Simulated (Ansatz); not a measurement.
A nudged elastic band was laid between two geometries of H2S + H4OSi (9 atoms, charge 0, multiplicity 1).

Method: RKS B3LYP/def2-SVP in Ansatz.

* movable images: 7
* climbing image: yes
* spring: 5.0 eV/Å²
* optimiser: quadratic models (default)
* start path: through a guess of the saddle point
* force threshold: 0.05 eV/Å
* iteration limit: 60
* end points: relaxed

First end point:

```xyz
9
Properties=species:S:1:pos:R:3
Si -0.281 0.449 -0.127
O -0.147 -0.080 1.462
H -0.955 -0.106 1.988
H 1.105 0.543 -0.646
H -0.943 1.788 -0.184
H -1.080 -0.500 -0.959
S 1.898 -2.924 1.575
H 0.814 -3.716 1.415
H 1.136 -1.812 1.731
```

Last end point:

```xyz
9
Properties=species:S:1:pos:R:3
Si 0.483 -0.249 -0.525
O -0.488 -1.177 2.571
H -1.385 -1.100 2.215
H 0.950 0.133 -1.887
H 0.755 0.887 0.408
H -0.997 -0.453 -0.566
S 1.555 -2.033 0.008
H 0.931 -2.095 1.214
H -0.257 -0.269 2.815
```

Problem. Which bonds break or form, and what moves?

Solution. Bonds broken: Si1–O2, S7–H9. Bonds formed: Si1–S7, O2–H9. H2S + H4OSi becomes H2O + H4SSi.

Problem. Give the energies along the band, and the barrier.

Solution. The run converged. The highest image is number 3 of 0 to 8, 131.8 kJ/mol above the first end and 107.5 kJ/mol above the last; the last end lies 24.3 kJ/mol above the first. A structure lower than the first end lies on the path between it and the top, so the climb from that side starts below the end, which may itself be a saddle point or a shallow side well. Neighbouring images differ by up to 1.4 eV, so the band resolves the path poorly. A vibrational analysis at the climbing image gives one clearly imaginary mode, 258i cm⁻¹: a first-order saddle point. The orbitals stay closed-shell, which can raise the energy where a bond breaks towards radicals; this wasn't checked here.

```
image  path coordinate (Å)  energy (kJ/mol)  Si1–O2 (Å)  S7–H9 (Å)  Si1–S7 (Å)
    0                 0.00              0.0        1.68       1.36        4.36
    1                 2.21             -0.8        1.68       1.36        4.81
    2                 4.42              0.1        1.68       1.36        4.25
    3                 6.63            131.8        1.90       1.92        2.58
    4                 8.45             37.0        3.13       2.39        2.19
    5                10.27             35.6        3.47       2.56        2.18
    6                12.09             31.5        3.17       2.66        2.18
    7                13.91             31.8        3.20       2.79        2.18
    8                15.74             24.3        3.37       3.78        2.15
```

Problem. What is the geometry of the highest image?

Solution. 
```xyz
9
Properties=species:S:1:pos:R:3:forces:R:3
Si 0.050 -0.120 0.023 0.00 0.00 0.00
O -0.612 -0.623 1.733 0.00 -0.01 0.00
H -1.515 -0.964 1.858 0.00 0.00 0.00
H 0.251 -1.083 -1.095 0.00 0.00 0.00
H 0.849 1.128 0.036 0.00 0.00 0.00
H -1.357 0.364 -0.269 0.00 0.00 0.00
S 1.950 -1.337 1.265 0.00 0.00 0.00
H 1.726 -2.522 0.651 0.00 0.00 0.00
H 0.206 -1.199 2.051 0.00 0.01 0.00
```

The run took 12 min on 1 thread of Arm Neoverse V1, on a shared host, peak memory 0.16 GiB.
